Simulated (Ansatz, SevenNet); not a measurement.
For graphite, the machine-learned potential SevenNet-l3i5 (trained on PBE and PBE+U data) gives:

- lattice parameter a = 2.468 Å
- c axis length = 8.063 Å

**Question.** What does PBE0-D4 in Ansatz (plane waves, PAW) give for the same quantities?

**Answer.** 
- lattice constant a: 2.443 Å (drops by 1.0 %)
- lattice parameter c: 6.583 Å (decreases by 18 %)

For comparison: lattice constant a 2.461 Å (measured, 300 K, no zero-point or thermal correction, our sources range from 2.456 to 2.461; as tabulated in Wikipedia's data pages); lattice parameter c 6.67 Å (measured, low temperature, zero-point motion not removed; as tabulated in Berland et al. (2010), arXiv:1007.3305).

Changes are worked out from the printed values.

Unless a cell is named, each level is at its own relaxed cell (SevenNet-l3i5 10.63, PBE0-D4 8.51 Å³/atom).

Caveats: exact exchange on metals is sensitive to the k mesh and can open a false gap (PBE0-D4); the run warned that the count of filled bands differs between k points (PBE0-D4). Ansatz's density-functional and Hartree–Fock values are scalar-relativistic unless marked +SOC, with PAW data made under PBE.

Ansatz is a first-principles code.
